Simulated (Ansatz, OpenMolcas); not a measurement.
Worked example: the enthalpy of formation of BOF (fluoro(oxo)borane)

BOF: 3 atoms, total charge 0, spin state singlet. As SMILES, `O=BF`. The shape is that of a PBE0-D4/def2-TZVP optimisation.

```xyz
3

O     0.9831   -0.5651    0.4799
B     0.0203   -0.0116    0.0099
F    -1.0034    0.5768   -0.4898
```

Total energies at BLYP/cc-pVTZ (OpenMolcas 26.06); the atoms run unrestricted:

| species | state | energy (Eh) |
| --- | --- | --- |
| BOF | singlet | -200.065600 |
| O | triplet | -75.080284 |
| B | doublet | -24.651258 |
| F | doublet | -99.752931 |

Harmonic wavenumbers at PBE0-D4/def2-TZVP, in cm⁻¹: 514, 514, 1033, 2150.

Measured heats of formation of the gaseous atoms at 298.15 K, in kJ/mol: O 249.2, B 570.3, F 79.4. Spin-orbit lowering of the atoms at 298 K (mean of the ground term's levels less their thermal mean, from spectra), in kJ/mol: O 0.40, B 0.00, F 1.29. Take 1 Eh = 2625.50 kJ/mol, 1 cm⁻¹ = 0.0119627 kJ/mol, RT = 2.479 kJ/mol.

What heat of formation follows?


1. Electronic atomisation energy: (-75.080284) + (-24.651258) + (-99.752931) − (-200.065600) = 0.581127 Eh = 1525.7 kJ/mol.
2. Zero-point energy: half the sum of the wavenumbers, 2105.5 cm⁻¹ = 25.2 kJ/mol.
3. Thermal vibrational enthalpy, Σ hcν̃/(exp(hcν̃/kT) − 1): 1.2 kJ/mol. Translation, rotation and pV of a linear molecule: 3.5 RT = 8.7 kJ/mol.
4. The 3 free atoms carry 5/2 RT each: 18.6 kJ/mol.
5. Spin-orbit coupling lowers the free atoms by 0.40 + 0.00 + 1.29 = 1.7 kJ/mol.
6. Atomisation enthalpy at 298 K: 1525.7 − 1.7 − 25.2 − 1.2 − 8.7 + 18.6 = 1507.5 kJ/mol.
7. Sum of the atoms' heats of formation: 898.9 kJ/mol. Heat of formation: 898.9 − 1507.5 = -608.6 kJ/mol.

The tabulated value is -602.5 kJ/mol (NIST-JANAF tables; in doubt: it rests on an older heat of the boron atom), so this level is off by -6.1 kJ/mol, or 0.4 % of the atomisation enthalpy that the table implies (1501.4 kJ/mol). Anharmonicity and any spin-orbit splitting of the molecule are left out.
